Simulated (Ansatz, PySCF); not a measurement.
System: molecular nitrogen, N₂, charge 0, multiplicity 1. 
Structure (B3LYP-D3(BJ)/def2-TZVP (Ansatz, a quantum-chemistry and plane-wave program) minimum search):
```
N
N 1 1.0909
```
Charge 0, spin multiplicity 1.

PBE beside other levels, property by property. Cores are frozen in the correlated levels unless marked. UHF or UKS for open shells. Spin-orbit coupling is left out. Non-relativistic. CBS(X,Y): correlation extrapolated as X^-3; Hartree-Fock from the larger set (for Q and 5 zeta extrapolated as (X+1)exp(-9√X)). Rows marked 298 K are enthalpies with B3LYP-D3(BJ) harmonic zero-point and thermal terms from PySCF. Atomisation energies are electronic, to ground-state atoms; the column to compare with has the core term from cc-pwCVTZ added, other frozen-core levels have none. The coupled-cluster column (Ansatz) is a level with limits of its own: CCSD(T)/CBS(cc-pVQZ,cc-pV5Z).

```
property                                                        M06-2X/def2-TZVPD (PySCF)  B2PLYP/def2-TZVPD (Ansatz)  RI-MP2/CBS(cc-pVTZ,cc-pVQZ) (Ansatz)  coupled cluster
--------------------------------------------------------------  -------------------------  --------------------------  ------------------------------------  ---------------
atomisation energy (kcal/mol)                                                       227.1                       228.9                                 238.9            227.9
proton affinity at N, enthalpy at 298 K, to N#[NH+] (kcal/mol)                      114.8                       115.9                                 116.1            117.2
```

Task: What does PBE/def2-TZVPD (Ansatz) give for each property, and on which side of coupled cluster does it fall?

Result: 
- atomisation energy: PBE lies 15.5 kcal/mol above coupled cluster; PBE gives 243.4 kcal/mol.
- proton affinity at N, enthalpy at 298 K, to N#[NH+]: PBE lies 1.2 kcal/mol above coupled cluster; PBE gives 118.4 kcal/mol.
